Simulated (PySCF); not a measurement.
Constitutional and geometric isomers with formula C2H2O. Isolated molecules, 0 K electronic values unless said otherwise. Strings in code marks are SMILES.

Level of theory: PySCF 2.14.0 with ωB97X-D3(BJ)/def2-TZVP // PBE0-D3(BJ)/def2-TZVP. Delta-SCF ions had no search for a lower state. Excitations are Tamm–Dancoff values on a coarser integration grid. The basis has no diffuse functions, so Rydberg states are missing or too high.

```csv
species,S1 excitation (TDA) (eV),S1–T1 gap (TDA) (eV),HOMO–LUMO gap (eV),vertical ionisation energy (Delta-SCF) (eV),S1 oscillator strength
`C#CO`,6.56,(withheld),12.10,10.07,0.001
`C1=CO1`,4.42,1.71,10.23,8.65,(withheld)
`C=C=O`,4.01,(withheld),10.96,9.82,0.000
```

Question: Complete the blanks.

Answer: 
- `C#CO`, S1–T1 gap (TDA) (eV): 0.55
- `C1=CO1`, S1 oscillator strength: 0.049
- `C=C=O`, S1–T1 gap (TDA) (eV): 0.33
